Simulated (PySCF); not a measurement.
# The bond of SH, level by level

Aim: find the lowest electronic state of SH, scan its bond at several levels of theory, and get bond length, wavenumber and dissociation energy from each curve.

Computed with PySCF 2.14.0. Level: H pcseg-1, S pcseg-1, no relativity.

### 1 Input

A driver script around PySCF takes these settings:

| Property | Result |
| --- | --- |
| atoms | H, S |
| charge | 0 |
| basis | H pcseg-1, S pcseg-1 |
| Hamiltonian | no relativity |
| basis functions | 23 |
| electrons treated | 17 |
| masses in u | 1.0078, 31.9721 |
| levels | PBE0, PBE, r²SCAN, r²SCAN0, PBEsol, M06-2X, LC-ωPBE, HF, MP2, SCS-MP2, CCSD, CCSD(T) |
| grid | 80 radial by 434 angular points |
| occupations | held fixed by the projection of orbital angular momentum |
| dissociation limit | H + S, each in its ground configuration |
| starting distance in angstrom | 1.305 |
| values of 2S to try | 1, 3 |

Launch:

```sh
OMP_NUM_THREADS=1 python dia.py task.json out
```

Further steps of the session: First curve: PBE0; Other states along the same grid; PBE (GGA); r²SCAN; r²SCAN0; PBEsol; M06-2X (hybrid meta-GGA); LC-ωPBE (range-separated hybrid); UHF; Adding correlation.

What does the calculation give? Wanted: for each run, Re; ωe; De; μ.

**Answer**, as computed:

Lowest PBE0 solution found, without spin–orbit coupling: ²Π (doublet), unpaired electrons π ↑. The other levels ran on it alone.

```tsv
level	Re (Å)	ωe (cm⁻¹)	De (eV)	μ (D)
UHF	1.337	2883	2.57	-1.11
UHF-MP2	1.345	2801	3.30	n/a
UHF-SCS-MP2	1.347	2782	3.35	n/a
UHF-CCSD	1.351	2734	3.36	n/a
UHF-CCSD(T)	1.352	2718	3.39	n/a
PBE	1.370	2612	3.71	-1.07
PBEsol	1.371	2614	3.89	-1.12
r²SCAN	1.356	2701	3.75	-1.13
PBE0	1.356	2722	3.66	-1.11
r²SCAN0	1.348	2768	3.69	-1.14
M06-2X	1.351	2741	3.65	-1.13
LC-ωPBE	1.349	2805	3.60	-1.16
```

De is counted to H + S in their ground configurations. A positive dipole means H(−)S(+).

Differences from CCSD(T) in the same basis:

```tsv
level	Re (mÅ)	ωe (%)
UHF	-15	+6.1
UHF-MP2	-7	+3.1
UHF-SCS-MP2	-5	+2.4
UHF-CCSD	-2	+0.6
PBE	+17	-3.9
PBEsol	+19	-3.8
r²SCAN	+3	-0.6
PBE0	+3	+0.2
r²SCAN0	-4	+1.9
M06-2X	-1	+0.9
LC-ωPBE	-3	+3.2
```

**Reading.** Judged by CCSD(T) in the same basis: best bond length M06-2X (-1 mÅ), worst PBEsol (+19 mÅ); best wavenumber PBE0 (+0.2 %), worst UHF (+6.1 %). Hartree–Fock falls on the short and stiff side, its usual fault. PBE has the long and soft bond that GGAs tend to give. CCSD(T) in a basis this small is itself some way from its limit, more so than the functionals. Of the levels with a De here, UHF gives the least (2.57 eV) and PBEsol the most (3.89 eV).

Correlated steps freeze 5 core orbitals.
